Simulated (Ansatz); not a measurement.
C2HNO2, SMILES `N#COC=O` from Hartree–Fock to CCSD(T)

```xyz
6

N     2.120   -0.619   -0.869
C     0.991   -0.431   -0.747
O    -0.291   -0.248   -0.680
C    -0.798    0.305    0.500
O    -0.140    0.610    1.425
H    -1.882    0.383    0.372
```

Charge 0, multiplicity 1. The structure was optimised at the PBE0-D4/def2-TZVP level. It is one conformer, not always the lowest. Frozen core, restricted reference, Ansatz. CBS rows extrapolate triple and quadruple zeta; past MP2 they add the triple-zeta difference.

| basis | HF (Eh) | MP2 corr. |
| --- | --- | --- |
| def2-SVP | -280.23121 | -0.76281 |
| def2-TZVPP | -280.56936 | -0.94443 |
| def2-QZVPP | -280.58125 | -1.01342 |

Question: Estimate the CCSD correlation energy and the (T) correction in each basis where they were run (hartree).

Answer: 
```json
{"basis": "def2-SVP", "CCSD corr.": "-0.77345", "(T)": "-0.02855"}
{"basis": "def2-TZVPP", "CCSD corr.": "-0.94398", "(T)": "-0.04546"}
{"basis": "CBS(def2)", "CCSD corr.": "-1.06407", "(T)": "as TZ"}
```
